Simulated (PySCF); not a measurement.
PySCF input (BP86/6-31G* (5d)):

```python
from pyscf import gto, dft

mol = gto.M(
    atom='''
    N    -0.00356243    0.11201664    0.09548205
    H     0.80776927   -0.37468272   -0.32489897
    H    -0.78283228   -0.40943375   -0.34347535
    ''',
    basis='6-31g*',
    charge=-1,
    spin=0,
    verbose=4,
)

mf = dft.RKS(mol, xc='bp86')
mf.grids.level = 3
mf.conv_tol = 1e-9
mf.max_cycle = 100
mf.max_memory = 1500
mf.kernel()
if not mf.converged:
    mf = mf.newton()
    mf.kernel(mf.make_rdm1())
mf.dip_moment()
```

Task: What final total energy does it give?

Result: -55.83776 Eh.
